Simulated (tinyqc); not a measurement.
Inside a calculation. Method: Pariser-Parr-Pople SCF with singles CI, for the molecule c1ccccc1 (SMILES; centres numbered as the heavy atoms are written). Computed by tinyqc, a small Python program that keeps every step. Settings: charge = 0, gamma = Ohno, start = core, damping = 0.3, iteration cap = 54, excitations kept = 4. Command: `OMP_NUM_THREADS=1 python tinyqc.py 26634 26635 out.jsonl` (the two numbers bound the seeds that draw the settings). One thread of a shared host (Intel(R) Xeon(R) Processor @ 2.60GHz), about 0.01 s of CPU time with the checks. Later iterations appear only in the table of the cycle.

## PPP integrals

Centres (angstrom, eV; a flat drawing with bonds scaled to 1.40 angstrom):

| centre | x | y | core charge z | W | gamma_rr |
|---|---|---|---|---|---|
| 1C | 1.400000 | 0.000000 | 1 | 11.160000 | 11.130000 |
| 2C | 0.700000 | 1.212000 | 1 | 11.160000 | 11.130000 |
| 3C | -0.700000 | 1.212000 | 1 | 11.160000 | 11.130000 |
| 4C | -1.400000 | 0.000000 | 1 | 11.160000 | 11.130000 |
| 5C | -0.700000 | -1.212000 | 1 | 11.160000 | 11.130000 |
| 6C | 0.700000 | -1.212000 | 1 | 11.160000 | 11.130000 |

Resonance integrals (eV):

| i | j | beta |
|---|---|---|
| 1 | 2 | -2.390000 |
| 2 | 3 | -2.390000 |
| 3 | 4 | -2.390000 |
| 4 | 5 | -2.390000 |
| 5 | 6 | -2.390000 |
| 6 | 1 | -2.390000 |

Ohno: gamma = 14.399645/sqrt(R^2 + a^2), a = 2 x 14.399645/(gamma_rr + gamma_ss); H_rr = -W_r - sum_(s != r) z_s gamma_rs; H_rs = beta for bonds.

repulsion gamma_rs (eV), lower triangle:
```
           1C         2C         3C         4C         5C         6C
1C  11.130000
2C   7.554960  11.130000
3C   5.239602   7.553862  11.130000
4C   4.668463   5.239602   7.554960  11.130000
5C   5.239602   4.669500   5.240702   7.554960  11.130000
6C   7.554960   5.240702   4.669500   5.239602   7.553862  11.130000
```

core matrix H (eV), lower triangle:
```
            1C          2C          3C          4C          5C          6C
1C  -41.417587
2C   -2.390000  -41.418626
3C    0.000000   -2.390000  -41.418626
4C    0.000000    0.000000   -2.390000  -41.417587
5C    0.000000    0.000000    0.000000   -2.390000  -41.418626
6C   -2.390000    0.000000    0.000000    0.000000   -2.390000  -41.418626
```

## Starting guess

pi electrons, sum of z_r less the charge = 6

Orbitals of the core matrix H.

P at the start, lower triangle:
```
           1C         2C         3C         4C        5C        6C
1C   0.999871
2C   0.666667   1.000064
3C  -0.000032   0.666667   1.000064
4C  -0.333333  -0.000032   0.666667   0.999871
5C  -0.000032  -0.333333   0.000064   0.666667  1.000064
6C   0.666667   0.000064  -0.333333  -0.000032  0.666667  1.000064
```

## Iteration 1: Fock matrix

F_rr = H_rr + P_rr gamma_rr / 2 + sum_(s != r) P_ss gamma_rs; F_rs = H_rs - P_rs gamma_rs / 2; E = tr P (H + F) / 2 + core repulsion sum_(r<s) z_r z_s gamma_rs.

F (eV), lower triangle:
```
           1C         2C         3C         4C         5C         6C
1C  -5.594670
2C  -4.908320  -5.595165
3C   0.000084  -4.907954  -5.595165
4C   0.778077   0.000084  -4.908320  -5.594670
5C   0.000084   0.778250  -0.000169  -4.908320  -5.595165
6C  -4.908320  -0.000169   0.778250   0.000084  -4.907954  -5.595165
```

pi energy = -80.235984 eV

## Iteration 1: orbitals and new P

Diagonalise F (the basis is taken as orthonormal) and form P = 2 sum c c over the lowest orbitals; 0.3 of the old P is kept.

orbital energies (eV): -14.633203  -11.281580  -11.281200  0.091208  0.091573  3.443204

P after iteration 1, lower triangle:
```
           1C         2C         3C         4C        5C        6C
1C   0.999930
2C   0.666672   1.000035
3C  -0.000018   0.666655   1.000035
4C  -0.333311  -0.000018   0.666672   0.999930
5C  -0.000018  -0.333345   0.000035   0.666672  1.000035
6C   0.666672   0.000035  -0.333345  -0.000018  0.666655  1.000035
```

## Iteration 2: Fock matrix

As before.

F (eV), lower triangle:
```
           1C         2C         3C         4C         5C         6C
1C  -5.594820
2C  -4.908341  -5.595090
3C   0.000046  -4.907911  -5.595090
4C   0.778024   0.000046  -4.908341  -5.594820
5C   0.000046   0.778277  -0.000092  -4.908341  -5.595090
6C  -4.908341  -0.000092   0.778277   0.000046  -4.907911  -5.595090
```

pi energy = -80.235984 eV

## Iteration 2: orbitals and new P

As before.

orbital energies (eV): -14.633204  -11.281595  -11.281185  0.091190  0.091591  3.443204

P after iteration 2, lower triangle:
```
           1C         2C         3C         4C        5C        6C
1C   0.999962
2C   0.666676   1.000019
3C  -0.000010   0.666649   1.000019
4C  -0.333298  -0.000010   0.666676   0.999962
5C  -0.000010  -0.333351   0.000019   0.666676  1.000019
6C   0.666676   0.000019  -0.333351  -0.000010  0.666649  1.000019
```

## Iteration 3: Fock matrix

As before.

F (eV), lower triangle:
```
           1C         2C         3C         4C         5C         6C
1C  -5.594902
2C  -4.908354  -5.595049
3C   0.000025  -4.907887  -5.595049
4C   0.777994   0.000025  -4.908354  -5.594902
5C   0.000025   0.778292  -0.000050  -4.908354  -5.595049
6C  -4.908354  -0.000050   0.778292   0.000025  -4.907887  -5.595049
```

pi energy = -80.235984 eV

## Iteration 3: orbitals and new P

As before.

orbital energies (eV): -14.633204  -11.281604  -11.281177  0.091179  0.091601  3.443204

P after iteration 3, lower triangle:
```
           1C         2C         3C         4C        5C        6C
1C   0.999979
2C   0.666677   1.000010
3C  -0.000005   0.666645   1.000010
4C  -0.333290  -0.000005   0.666677   0.999979
5C  -0.000005  -0.333355   0.000010   0.666677  1.000010
6C   0.666677   0.000010  -0.333355  -0.000005  0.666645  1.000010
```

## Convergence

Stop when output and input P, before any damping, agree to 1e-7.

Course of the cycle:

| iteration | E (eV) | largest \|P(out) - P(in)\| |
|---|---|---|
| 1 | -80.23598402 | 8.36e-05 |
| 2 | -80.23598413 | 4.56e-05 |
| 3 | -80.23598419 | 2.49e-05 |
| 4 | -80.23598421 | 1.36e-05 |
| 5 | -80.23598422 | 7.39e-06 |
| 6 | -80.23598422 | 4.03e-06 |
| 7 | -80.23598422 | 2.20e-06 |
| 8 | -80.23598422 | 1.20e-06 |
| 9 | -80.23598422 | 6.54e-07 |
| 10 | -80.23598422 | 3.57e-07 |
| 11 | -80.23598422 | 1.95e-07 |
| 12 | -80.23598422 | 1.06e-07 |
| 13 | -80.23598422 | 5.78e-08 |

Converged in 13 iterations.

## Converged orbitals

Charges are z - P_rr.

orbital energies (eV): -14.633204  -11.281615  -11.281166  0.091166  0.091615  3.443204

coefficients:
```
         MO1        MO2        MO3        MO4        MO5        MO6
1C  0.408264   0.577339   0.000000   0.000000   0.577339   0.408264
2C  0.408240   0.288687   0.500000   0.500000  -0.288687  -0.408240
3C  0.408240  -0.288687   0.500000  -0.500000  -0.288687   0.408240
4C  0.408264  -0.577339   0.000000   0.000000   0.577339  -0.408264
5C  0.408240  -0.288687  -0.500000   0.500000  -0.288687   0.408240
6C  0.408240   0.288687  -0.500000  -0.500000  -0.288687  -0.408240
```

pi charges: 1C 0.000000, 2C 0.000000, 3C 0.000000, 4C 0.000000, 5C 0.000000, 6C 0.000000

## Singles CI, singlets

Over the 4 single excitations with the smallest orbital gaps: A = (e_a - e_i) delta + 2 (ia|jb) - (ij|ab), with (pq|rs) = sum c_mp c_mq gamma_mn c_nr c_ns. f = 2/3 w |mu|^2 in atomic units, mu = sqrt2 sum c_ia sum_m c_mi c_ma R_m.

singlet CI matrix (eV), lower triangle:
```
          3>4        3>5       2>4       2>5
3>4  6.297486
3>5  0.000000   6.187460
2>4  0.000000  -1.211961  6.187461
2>5  1.102664   0.000000  0.000000  6.297907
```

singlet excitation energies (eV): 4.975499  5.195033  7.399422  7.400360

oscillator strengths: 0.000000  0.000000  1.268038  1.268910

## Singles CI, triplets

Over the 4 single excitations with the smallest orbital gaps: A = (e_a - e_i) delta - (ij|ab), with (pq|rs) = sum c_mp c_mq gamma_mn c_nr c_ns.

triplet CI matrix (eV), lower triangle:
```
          3>4       3>5       2>4       2>5
3>4  4.223816
3>5  0.000000  4.725068
2>4  0.000000  0.250431  4.725068
2>5  0.250431  0.000000  0.000000  4.224984
```

triplet excitation energies (eV): 3.973968  4.474637  4.474832  4.975499
